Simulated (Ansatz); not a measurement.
A calculation on bcc V returned lattice constant a 2.962 Å, bulk modulus 211 GPa.

For reference: lattice constant a 3.021 Å (measured, static lattice: zero-point anharmonic expansion removed; as tabulated in Mejia-Rodriguez and Trickey (2018), arXiv:1807.09216); bulk modulus 161 GPa (measured, corrected for temperature and zero-point phonon effects, sources range from 159 to 166; as tabulated in Levämäki et al. (2014), arXiv:1402.3671).

Q: Which level of theory produced these numbers?
A. PBE0 (Ansatz, a program for electronic structure)
B. LDA (Ansatz)
C. PBE (Ansatz)
D. revPBE (Ansatz)

A: A, PBE0 (Ansatz)

The others give: revPBE 3.014 Å, 175 GPa; LDA 2.926 Å, 209 GPa; PBE 2.997 Å, 182 GPa.

Unless a cell is named, each level is at its own relaxed cell (LDA 12.53, PBE 13.46, PBE0 12.99, revPBE 13.69 Å³/atom).

The crystal itself was run without spin with revPBE, LDA, PBE, PBE0.

Ansatz's density-functional and Hartree–Fock values are scalar-relativistic unless marked +SOC, with PAW data made under PBE.
